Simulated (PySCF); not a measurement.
Compound: sodium chloride, NaCl.
Atom-mapped SMILES: `[Na:1][Cl:2]`

A linear-response calculation (PySCF, def2-SVPD basis, gas phase, vertical, core orbitals frozen in the response) gave these numbers; the functional is withheld.

Orbital energies (eV): HOMO-3 -19.24, HOMO-2 -7.05, HOMO-1 -6.55, HOMO -6.55, LUMO -1.63, LUMO+1 0.14, LUMO+2 0.14.

```csv
state,E (eV),f,"main configurations (H = HOMO, L = LUMO)"
S1,3.90,0.013,H-1/H→L (99%)
S2,3.90,0.013,H-1/H→L (99%)
S3,4.51,0.091,H-2→L (98%)
S4,5.75,0.0000,H-1/H→L+1/L+2 (≥88%)
S5,5.75,0.0000,H-1/H→L+1/L+2 (≥87%)
S6,5.78,0.0000,H-1/H→L+1/L+2 (≥90%)
```

Triplets (Tamm–Dancoff): T1 3.82 eV, H-1/H→L (98%); T2 3.82 eV, H-1/H→L (98%); T3 4.15 eV, H-2→L (98%).

Vertical ionisation energy by ΔSCF with the same functional: 9.35 eV. Mean static polarisability: 30.3 au.

Orbitals of the list HOMO-3 to LUMO+2 that lie within 0.01 eV of each other are written together with a slash and their weights summed (≥ marks a lower bound); for degenerate orbitals outside that list single weights are arbitrary.

Question: Which of these was used?
A. PBE0
B. PBE
C. CAM-B3LYP
D. HF

Answer: A. PBE0 is a global hybrid with 25% exact exchange. In this run −ε(HOMO) = 6.55 eV differs from the ΔSCF value by -2.80 eV, and S1 differs from the orbital gap of 4.93 eV by -1.02 eV. The ratio −ε(HOMO)/IP is 0.70. Small neutral molecules mostly give 0.7 to 0.83 with PBE0, 0.5 to 0.7 with PBE, 0.85 to 0.93 with CAM-B3LYP; with Hartree–Fock the ratio is 1 or more (Koopmans' value less the relaxation energy is the ΔSCF value).

Level of theory: TDDFT PBE0/def2-SVPD, vertical, gas phase, core orbitals frozen in the response in PySCF 2.14.0, density-fitted response routines. Isolated species at its PBE0-D3(BJ)/def2-SVP geometry, gas phase.
